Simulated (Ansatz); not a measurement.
Mulliken charges of ethylene carbonate, C$_{3}$H$_{4}$O$_{3}$ from r2SCAN/def2-TZVPP in Ansatz (PBE0-D4/def2-TZVP geometry).

| atom | x (Å) | y (Å) | z (Å) | charge (e) |
| --- | --- | --- | --- | --- |
| O1 | -1.441 | -0.486 | 2.203 | -0.296 |
| C2 | -0.800 | -0.273 | 1.229 | 0.389 |
| O3 | -0.833 | -1.021 | 0.106 | -0.255 |
| C4 | 0.184 | -0.585 | -0.785 | 0.103 |
| C5 | 0.521 | 0.803 | -0.260 | 0.103 |
| O6 | 0.066 | 0.751 | 1.085 | -0.255 |
| H7 | 1.030 | -1.275 | -0.722 | 0.051 |
| H8 | -0.211 | -0.584 | -1.800 | 0.054 |
| H9 | 1.587 | 1.025 | -0.266 | 0.054 |
| H10 | -0.020 | 1.594 | -0.787 | 0.051 |

**Question.** By hand: the dipole of these point charges (1 e Å = 4.8032 D).

**Answer.** Σ q r = (0.509, 0.169, -0.774) e Å, of length 0.942 e Å = 4.52 D.

**Question.** How does the dipole of the full density compare? (Best estimate.)

**Answer.** Ansatz gave: (0.596, 0.198, -0.906) e Å, 5.29 D; the point charges give 0.85 times that, at 0° from its direction.

Point charges leave out the atoms' own dipoles, such as those of lone pairs, and Mulliken's split depends on the basis, so the close match here is no proof of good charges.
